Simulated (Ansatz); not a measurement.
# C₂H₃Cl₂F: small, medium and large basis sets

An exercise on one series of results from a longer session: the logs are not shown, and one member is left open.

Program: Ansatz 0.2.0, Gaussian basis. Level of theory: one geometry, several basis sets. These are calculated values, not measurements.

The runs, in order: PBE0-D4/def2-SVP; ωB97M-V/def2-SVP; PBE0-D4/def2-QZVPP; ωB97M-V/def2-QZVPP; the functionals' def2-TZVPP values are taken from earlier runs.

### The geometry

An earlier PBE0-D4 in a triple-zeta def2 set relaxation fixed the geometry.

SMILES `CC(F)(Cl)Cl`, 8 atoms, charge 0, spin multiplicity 1.

Atoms are counted from 1 here; the program's logs count them from 0.

Bond lengths: C1–C2 1.502 Å, C1–H6 1.090 Å, C1–H7 1.090 Å, C1–H8 1.088 Å, C2–F3 1.348 Å, C2–Cl4 1.776 Å, C2–Cl5 1.776 Å. Angles: C2–C1–H6 108.9°, C2–C1–H7 108.9°, C2–C1–H8 110.1°, H6–C1–H7 109.8°, H6–C1–H8 109.6°, H7–C1–H8 109.6°, C1–C2–F3 110.1°, C1–C2–Cl4 111.1°, C1–C2–Cl5 111.1°, F3–C2–Cl4 107.6°, F3–C2–Cl5 107.6°, Cl4–C2–Cl5 109.3°.

Geometry (Å):

| atom | x (Å) | y (Å) | z (Å) |
| --- | --- | --- | --- |
| C1 | -0.1335 | -0.5059 | 0.6463 |
| C2 | 0.1994 | 0.3913 | -0.5113 |
| F3 | 1.5236 | 0.6432 | -0.5374 |
| Cl4 | -0.2324 | -0.3727 | -2.0559 |
| Cl5 | -0.6411 | 1.9502 | -0.3730 |
| H6 | 0.1634 | -0.0118 | 1.5720 |
| H7 | 0.4149 | -1.4420 | 0.5359 |
| H8 | -1.2021 | -0.7093 | 0.6676 |

Set-up of the first run:

Contents of in.yaml:

```yaml
crystal:
  periodic: [false, false, false]
  atoms:
    - {symbol: C, position_ang: [-0.133495, -0.505921, 0.646302]}
    - {symbol: C, position_ang: [0.199363, 0.391297, -0.511326]}
    - {symbol: F, position_ang: [1.523611, 0.643229, -0.537444]}
    - {symbol: Cl, position_ang: [-0.232411, -0.372676, -2.055900]}
    - {symbol: Cl, position_ang: [-0.641135, 1.950217, -0.373038]}
    - {symbol: H, position_ang: [0.163395, -0.011829, 1.571994]}
    - {symbol: H, position_ang: [0.414921, -1.441984, 0.535870]}
    - {symbol: H, position_ang: [-1.202149, -0.709330, 0.667643]}
basis:
  gaussian: {orbitals: def2-SVP}
hamiltonian: {xc: pbe0, dispersion: d4}
output: {orbitals: {seedname: orbitals}}
```

The run is started by

```
ansatz run in.yaml --threads 4 --pin off --events-out ev --progress --plain --max-ram 10444MiB
```

Steps of the session up to this table: PBE0-D4 in def2-SVP; ωB97M-V in def2-SVP; PBE0-D4 in def2-QZVPP; ωB97M-V in def2-QZVPP.

One table of the session follows, with a row left open; its other results are not shown here.

| functional | basis | HOMO (eV) | LUMO (eV) |
| --- | --- | --- | --- |
| PBE0-D4 | def2-SVP | -8.70 | 0.46 |
| PBE0-D4 | def2-TZVPP | ? | ? |
| PBE0-D4 | def2-QZVPP | -8.91 | -0.39 |
| ωB97M-V | def2-SVP | -10.93 | 2.84 |
| ωB97M-V | def2-TZVPP | -11.14 | 2.08 |
| ωB97M-V | def2-QZVPP | -11.20 | 1.73 |

Q: Estimate the row for PBE0-D4, def2-TZVPP from the others.

As computed: HOMO (eV): -8.86; LUMO (eV): -0.18. In the column «HOMO (eV)» it lies between PBE0-D4, def2-QZVPP (-8.91) and PBE0-D4, def2-SVP (-8.70).
